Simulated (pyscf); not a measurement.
A first-order saddle from PySCF, ωB97X-D3(BJ)/def2-SVP:

```xyz
8

O     -1.5436    -0.2123    -0.5851
P     -1.0029     0.7718     0.6420
O      0.6524     0.7103     0.4738
H     -1.2690    -0.1843    -1.8296
H     -1.0588    -0.2310     1.6543
H      0.9781     1.5543     0.1385
H     -0.9109    -1.0587    -1.3136
H     -0.7799    -0.9567    -2.3606
```

Surface: singlet, charge 0. Lowest wavenumbers (cm⁻¹): 2733i, 153, 209, 368, 390.

**Question.** Name the species on either side of this saddle.

**Answer.** HO–PH–OH (SMILES OPO) + H₂ (SMILES [H][H]) ⇌ HO–PH–OH (SMILES OPO) + H₂ (SMILES [H][H]), a four-centre exchange read from left to right: H–O, H–H broken and H–O, H–H formed. At ωB97M-D3(BJ)/def2-TZVP it lies +67.8 kcal/mol from the left side and +67.8 kcal/mol from the right (each side as separated species at their lowest minima found). The same reactants have a lower exit, to HO–PH₂ + H₂O (barrier +61.6 kcal/mol at ωB97M-D3(BJ)/def2-TZVP, against +67.8 kcal/mol here). Another saddle between the same species, by other bonds, lies lower (54.9 kcal/mol against 67.8 kcal/mol at ωB97M-D3(BJ)/def2-TZVP).
